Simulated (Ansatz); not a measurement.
Relaxed structures of CH4SSi, closed shell (PBE0-D4/def2-TZVP; forces vanish, vibrations not checked; lower isomers may exist, and structures with a doubtful reference or unclear bonds are left out; Å). Computed with Ansatz 0.2.0 (basis: def2-TZVPP); correlated methods freeze the cores.

(1) Rank them by CCSD(T) energy, lowest first, and give each one's height above the lowest. Links in brackets join atoms within 1.22 times the sum of their covalent radii (1.1 for two metals). (To be estimated.)
A.
CH₄SSi ([CH2]1[SiH2][S]1)
```
7
angstrom
C -0.7196 -0.0945 -0.5974
Si 0.7257 0.2023 0.5009
S -0.6044 -1.3867 0.7379
H -0.5679 -0.4956 -1.5948
H -1.6023 0.5318 -0.5112
H 0.6814 1.3195 1.4686
H 2.0872 -0.0768 -0.0040
```
B.
CH₄SSi ([CH]1[SiH2][SH]1)
```
7
angstrom
C -0.7367 -0.1153 -0.4522
Si 0.6971 0.2377 0.4645
S -0.4701 -1.6273 0.4049
H -0.9794 -1.5637 1.6977
H -1.7211 0.2364 -0.7113
H 0.7802 0.7546 1.8645
H 2.0567 0.1534 -0.1176
```
C.
CH₄SSi ([CH2]1[SiH][SH]1)
```
7
angstrom
C -0.6596 -0.1645 -0.4968
Si 0.7860 0.5247 0.5622
S -0.7799 -1.2242 0.9950
H -0.5387 -0.7649 -1.3939
H -1.5740 0.4247 -0.5338
H -0.0132 -2.2328 0.5537
H 1.7656 -0.5223 0.0363
```

No T1 diagnostic of these runs exceeds 0.015.

## Answers

(1) The calculation gives: A (0.000 eV), C (1.313 eV), B (2.518 eV). Heights count from the lowest.

For scale, one of the runs: CCSD(T)/def2-TZVPP, 171 basis functions, launched by `ansatz run in.yaml --threads 2 --pin off --events-out ev --progress --plain --max-ram 4352MiB`. The run took 22 s on 2 CPU threads of an Arm Neoverse V2 (shared host), with 1.3 GiB of host memory at its peak.
